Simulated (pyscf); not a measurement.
**Concerted two-bond exchange: `[O]=[Sn]=[O]` + `[H][H]` → `[O]=[Sn]` [singlet] + `[OH2]`**

Gas phase, singlet surface, charge 0. Bonds broken: Sn2–O3, H4–H5. Bonds formed: O3–H4, O3–H5. Structures and frequencies: ωB97X-D3(BJ)/def2-SVP in PySCF.

Transition state (Å):

```xyz
5

O      0.7772    -0.1963     1.6265
Sn    -0.1240     0.4167     0.1599
O     -1.9164     0.4101    -0.8241
H     -2.9212    -0.3351    -1.0259
H     -3.4786     0.3326    -1.1224
```

One imaginary mode, 1349i cm⁻¹; descent along it reached the two sides named, in the forms told below.

| bond | change | reactant side (Å) | saddle | product side |
|---|---|---|---|---|
| Sn2–O3 | breaks | 1.817 | 2.045 | 2.480 |
| H4–H5 | breaks | 0.763 | 0.875 | 1.575 |
| O3–H4 | forms | 2.419 | 1.267 | 1.000 |
| O3–H5 | forms | 3.2 | 1.592 | 0.966 |

Electronic energies relative to the separated reactants (kcal/mol):

```tsv
level	barrier	reaction energy	reverse barrier
ωB97X-D3(BJ)/def2-TZVP	40.4	-62.0	102.4
PBE/def2-TZVP	24.4	-55.6	80.0
r²SCAN/def2-TZVP	28.8	-57.4	86.2
B3LYP-D3(BJ)/def2-TZVP	29.2	-62.1	91.3
PBE0-D3(BJ)/def2-TZVP	30.5	-63.4	93.9
M06-2X/def2-TZVP	39.6	-61.7	101.3
ωB97M-D3(BJ)/def2-TZVP	36.9	-66.6	103.5
HF/def2-TZVP	51.4	-77.2	128.7
```

With ωB97M-D3(BJ)/def2-TZVP energies and thermal terms (ideal gas, 1 atm, RRHO with modes under 100 cm⁻¹ raised to 100, one conformer, R ln 2 for chiral ones without a mode under 150 cm⁻¹), in kcal/mol:

| T (K) | ΔH‡ | ΔG‡ | ΔH | ΔG |
|---|---|---|---|---|
| 298 | 35.4 | 40.8 | -61.5 | -63.9 |
| 600 | 35.2 | 46.3 | -62.6 | -65.9 |
| 900 | 35.1 | 51.9 | -63.7 | -67.4 |
| 1200 | 35.2 | 57.4 | -64.6 | -68.4 |

On the product side the descent ends in an adduct with a O–Sn contact, 13.8 kcal/mol under the separated species and 116.2 kcal/mol under the saddle at ωB97X-D3(BJ)/def2-TZVP. What is counted as broken (O–Sn) persists as a longer contact in the product adduct; parting that adduct is a step of its own. The same reactants have a lower exit, to O=SnH–OH (barrier +21.7 kcal/mol at ωB97M-D3(BJ)/def2-TZVP, against +36.9 kcal/mol here). One saddle was located; it need not be the lowest between these sides. One closed-shell reference is unstable to symmetry breaking; treat the single-reference values with care. Elements past Kr carry the def2 core potentials, without spin-orbit coupling.
